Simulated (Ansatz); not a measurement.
Potential energy surface of H6 (cation, charge +1), lowest doublet found (which spin is the ground state isn't settled by this scan): linear chain of 6 equally spaced H atoms, symmetric stretch. Scanned: H-H spacing.

- UKS-PBE/cc-pVTZ = Ansatz (a quantum-chemistry and plane-wave program) with unrestricted PBE/cc-pVTZ
- UKS-PBE0/cc-pVTZ = unrestricted PBE0/cc-pVTZ (Ansatz)
- FCI/cc-pVTZ = full CI/cc-pVTZ, frozen core (Ansatz)

Energies relative to the lowest point of each profile, in kcal/mol; the last columns give the error against full CI:

| r / Å | UKS-PBE/cc-pVTZ | UKS-PBE0/cc-pVTZ | FCI/cc-pVTZ | UKS-PBE/cc-pVTZ − FCI/cc-pVTZ | UKS-PBE0/cc-pVTZ − FCI/cc-pVTZ |
|---|---|---|---|---|---|
| 0.63 | 143.1 | 138.8 | 135.8 | 7.3 | 3.0 |
| 0.70 | 68.5 | 65.3 | 63.0 | 5.4 | 2.3 |
| 0.77 | 26.7 | 24.6 | 23.1 | 3.5 | 1.5 |
| 0.84 | 6.2 | 5.3 | 4.6 | 1.6 | 0.7 |
| 0.90 | 0.0 | 0.0 | 0.0 | 0.0 | 0.0 |
| 0.96 | 0.9 | 1.9 | 2.5 | -1.6 | -0.6 |
| 1.03 | 8.2 | 10.3 | 11.6 | -3.3 | -1.3 |
| 1.12 | 23.9 | 27.2 | 29.3 | -5.4 | -2.1 |
| 1.23 | 48.2 | 53.1 | 56.0 | -7.8 | -2.9 |
| 1.35 | 77.4 | 83.9 | 87.5 | -10.1 | -3.7 |
| 1.53 | 120.8 | 129.0 | 133.9 | -13.2 | -4.9 |
| 1.71 | 159.6 | 169.2 | 175.4 | -15.8 | -6.2 |
| 1.98 | 205.7 | — | 224.9 | -19.2 | — |
| 2.25 | — | — | 259.3 | — | — |
| 2.61 | — | — | 287.1 | — | — |
| 3.06 | — | — | 304.7 | — | — |

UKS-PBE/cc-pVTZ is furthest from FCI/cc-pVTZ at 1.98 (-19.2 kcal/mol, below); its mean absolute error over the points is 7.3 kcal/mol.

UKS-PBE0/cc-pVTZ is furthest from FCI/cc-pVTZ at 1.71 (-6.2 kcal/mol, below); its mean absolute error over the points is 2.4 kcal/mol.

Dashes: no converged value, or the column stops at the first point that the program doubted or that broke a chosen test of continuity, which isn't proof of a fault.

The unrestricted determinant behind UKS-PBE/cc-pVTZ, UKS-PBE0/cc-pVTZ is spin-contaminated on part of the scan (<S²> up to 2.7, against 0.75 for the pure state).
